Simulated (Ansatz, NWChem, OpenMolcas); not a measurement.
## CClF3 (SMILES FC(F)(F)Cl): methods side by side

CClF3 has 5 atoms, charge 0, and is taken as a singlet. SMILES: `FC(F)(F)Cl`. The coordinates come from a PBE0-D4/def2-TZVP relaxation.

Each level gives the vertical ionisation energy (to the doublet cation) (eV). The values are calculated.

```json
{"level": "SVWN5/def2-SVPD", "kind": "LDA", "program": "OpenMolcas", "value (eV)": "12.90"}
{"level": "revPBE/def2-SVPD", "kind": "GGA", "program": "Ansatz", "value (eV)": "12.58"}
{"level": "M06-L/def2-SVPD", "kind": "meta-GGA", "program": "OpenMolcas", "value (eV)": "12.98"}
{"level": "r2SCAN/def2-SVPD", "kind": "meta-GGA", "program": "OpenMolcas", "value (eV)": "12.90"}
{"level": "M06-2X/def2-SVPD", "kind": "hybrid meta-GGA", "program": "NWChem", "value (eV)": "13.25"}
{"level": "CAM-B3LYP/def2-SVPD", "kind": "range-separated hybrid", "program": "Ansatz", "value (eV)": "13.15"}
{"level": "B2PLYP/def2-SVPD", "kind": "double hybrid", "program": "NWChem", "value (eV)": "13.02"}
{"level": "RPA@PBE/def2-SVPD", "kind": "RPA", "program": "Ansatz", "value (eV)": "12.85"}
{"level": "MP2/def2-SVPD", "kind": "perturbation theory", "program": "Ansatz", "value (eV)": "13.04"}
{"level": "CCSD/def2-SVPD", "kind": "coupled cluster or CI", "program": "Ansatz", "value (eV)": "12.90"}
```

The values span 12.58 to 13.25 eV.
